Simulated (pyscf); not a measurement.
H₂N–SiH₂–Cl + H atom (H•) → H₂N–SiH•–Cl + hydrogen (H₂), a hydrogen abstraction (doublet surface; H–Si broken, H–H formed). Single points on ωB97X-D3(BJ)/def2-SVP structures (PySCF, gas phase). Energies in kJ/mol from the separated reactants.

Small-basis levels: PySCF, no dispersion term, spherical d functions. AM1 to PM7: differences of heats of formation from MOPAC, which are fitted to 298 K values and so differ in kind from electronic energies by zero-point and thermal terms. Open shells are spin-unrestricted. 

| level | barrier | reaction energy |
|---|---|---|
| HF/3-21G | … | -37.4 |
| HF/6-31G* | 62.9 | -8.7 |
| SVWN5/6-31G* | -22.2 | -55.5 |
| B3LYP/LANL2DZ | 1.2 | -84.3 |
| B3LYP/6-311+G** | 3.8 | -64.9 |
| PBE/def2-SVP | … | -50.6 |
| AM1 | -33.6 | -177.9 |
| PM3 | -89.0 | -190.2 |
| PM7 | -66.4 | -244.7 |
| ωB97M-D3(BJ)/def2-TZVP | … | -41.4 |

### Question
Fill in the missing entries.

### Answer

- HF/3-21G, barrier: 49.2
- PBE/def2-SVP, barrier: -2.0
- ωB97M-D3(BJ)/def2-TZVP, barrier: 21.8

Against the last row the barrier runs from -110.7 (PM3) to +41.1 kJ/mol (HF/6-31G*). At SVWN5/6-31G*, PBE/def2-SVP, AM1, PM3, PM7 this geometry lies under one side, so the entry may be no barrier of that level: it is a single point on another level's saddle. ωB97M-D3(BJ)/def2-TZVP has limits of its own. One saddle was located; it need not be the lowest between these sides. The angle at the transferred H is 176°.
